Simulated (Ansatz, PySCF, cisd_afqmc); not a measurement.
System: CH2O, charge 0, singlet. CH2O (formaldehyde, SMILES C=O).
B3LYP-D3(BJ)/def2-TZVP minimum from Ansatz (a program for electronic structure):
```
C
O 1 1.1989
H 1 1.1075 2 122.05
H 1 1.1075 3 115.91 2 180.00
```
Charge 0, spin multiplicity 1.

Atomisation energy term by term, kcal/mol (programs: Ansatz, cisd_afqmc). Radicals and triplets start from unrestricted determinants; spin-orbit coupling is neglected. Correlated methods leave the cores frozen. Rows without X2C or -DK are non-relativistic. AFQMC is phaseless with a CISD trial state; ± is one standard error, without the phaseless bias. Outlying blocks are dropped, and bars are widened where a walk drifts. Over all cases where full CI ran beside it in this data, AFQMC minus full CI had a median of +0.1 mEh and passed +0.4 mEh in a tenth of the cases. CBS(X,Y): correlation extrapolated as X^-3, Hartree-Fock from the larger set (Q,5: extrapolated as (X+1)exp(-9√X)). A bracket is a step between two methods taken in the basis named. '+ core + X2C': CCSD(T) terms for core correlation (cc-pwCVTZ) and scalar relativity (cc-pVTZ-DK). Where a partner has so few electrons that a lower coupled-cluster level is exact, that level stands in.

| term | basis | kcal/mol |
|---|---|---|
| Hartree-Fock | CBS(cc-pVQZ,cc-pV5Z) | 257.86 |
| CCSD correlation | CBS(cc-pVQZ,cc-pV5Z) | 107.37 |
| (T) | CBS(cc-pVQZ,cc-pV5Z) | 7.97 |
| CCSDT(Q) - CCSD(T) | cc-pVQZ | 0.15 |
| CCSDTQ - CCSDT(Q) | cc-pVDZ | -0.09 |
| core correlation | cc-pwCVTZ | 1.32 |
| scalar relativity | X2C, cc-pVTZ-DK | -0.34 |
| minus zero-point energy | Hessian by PySCF at B3LYP-D3(BJ)/def2-TZVP | -16.64 |
| sum: D0 |  | 357.6 |

The step beyond CCSD(T) by other levels: CCSDTQ in cc-pVDZ 0.52; AFQMC/CISD in cc-pVDZ 0.81 ± 0.27; CCSDT(Q) in cc-pVDZ 0.61; CCSDT(Q) in cc-pVTZ 0.21 kcal/mol.
